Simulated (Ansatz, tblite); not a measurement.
# The cluster NaF₂−: one state, many levels

Aim: run the singlet of the cluster NaF₂− at one geometry on many levels, and compare frontier levels, spin and run time.

Program: Ansatz 0.2.0, Gaussian basis. Level of theory: as each input shows. These are calculated values, not measurements.

Plan: GFN1-xTB, GFN2-xTB, PBE-D4/def2-TZVPD, r2SCAN-D4/def2-TZVPD, HSE06-D4/def2-TZVPD, B3LYP-D4/def2-TZVPD, LDA/def2-TZVPD, ωB97M-V/def2-TZVPD, r2SCAN0-D4/def2-TZVPD, PBE-D4/def2-SVPD, PBE0-D4/def2-SVPD, HF/STO-3G, CCSD(T)/def2-TZVPPD, MP2/def2-TZVPD, RPA/def2-TZVPD.

## Step 1: The geometry

The singlet was relaxed beforehand with r2SCAN-D4/def2-TZVPD. At that level it is the lowest of the isomers that a small search found.

3 atoms, charge -1, spin multiplicity 1.

Bond lengths: Na1–F2 2.045 Å, Na1–F3 2.045 Å. Angles: F2–Na1–F3 180.0°.

As a file:

```xyz
3
charge -1, multiplicity 1
Na    0.0000   -0.0001    0.0001
F    -1.6757   -1.1371   -0.2856
F     1.6756    1.1372    0.2855
```

The ion is computed in the gas phase, without counter-ions or solvent.

PBE0-D4/def2-TZVPD was run before; its log isn't repeated, and its numbers join the tables.

## Step 2: GFN1-xTB

Tight binding, by tblite at 300 K electronic temperature and without a spin-polarisation term:

```python
tblite.interface.Calculator('GFN1-xTB', numbers, positions, charge=-1, uhf=0).singlepoint()
```

Energy -295.8908 eV, HOMO -5.15 eV, LUMO 1.17 eV; 0.001 s.

## Step 3: GFN2-xTB

Tight binding, by tblite at 300 K electronic temperature and without a spin-polarisation term:

```python
tblite.interface.Calculator('GFN2-xTB', numbers, positions, charge=-1, uhf=0).singlepoint()
```

Energy -272.1322 eV, HOMO -4.38 eV, LUMO -0.29 eV; 0.001 s.

## Step 4: PBE-D4/def2-TZVPD

start.molden holds the orbitals of an earlier run on this state, given as this run's starting guess.

The input, in.yaml:

```yaml
crystal:
  periodic: [false, false, false]
  atoms:
    - {symbol: Na, position_ang: [0.000041, -0.000079, 0.000056]}
    - {symbol: F, position_ang: [-1.675671, -1.137105, -0.285575]}
    - {symbol: F, position_ang: [1.675640, 1.137194, 0.285509]}
basis:
  gaussian: {orbitals: def2-TZVPD, initial_orbitals: start.molden}
total_charge: -1
hamiltonian: {xc: pbe, dispersion: d4}
scf: {omitted_lower_state_checks: [starts]}
output: {forces: true, orbitals: {seedname: orbitals}}
```

The run is started by

```console
$ ansatz run in.yaml --threads 4 --pin off --events-out ev --progress --plain --max-ram 3916MiB
```

Further steps of the session: r2SCAN-D4/def2-TZVPD; HSE06-D4/def2-TZVPD; B3LYP-D4/def2-TZVPD; LDA/def2-TZVPD; ωB97M-V/def2-TZVPD; r2SCAN0-D4/def2-TZVPD; PBE-D4/def2-SVPD; PBE0-D4/def2-SVPD; HF/STO-3G; CCSD(T)/def2-TZVPPD; MP2/def2-TZVPD; RPA/def2-TZVPD.

Q: Predict the results of all the runs planned. Wanted: gap in def2-TZVPD, named functionals, smallest and largest; correlation energy, CCSD(T)/def2-TZVPPD; correlation energy, MP2/def2-TZVPD; PBE0 total energy, smallest basis above largest.

The runs gave:

| quantity | value |
| --- | --- |
| gap in def2-TZVPD, named functionals, smallest and largest | 3.72 eV (PBE-D4), 8.33 eV (ωB97M-V) |
| correlation energy, CCSD(T)/def2-TZVPPD | -20.28 eV |
| correlation energy, MP2/def2-TZVPD | -19.82 eV |
| PBE0 total energy, smallest basis above largest | 7.72 eV (def2-SVPD, def2-TZVPD) |

What this shows: Over the named functionals in def2-TZVPD the gap runs from 3.72 eV (PBE-D4) to 8.33 eV (ωB97M-V); exact exchange widens it.

The anion's highest level is positive in at least one run, so there the basis alone may hold the extra electron.
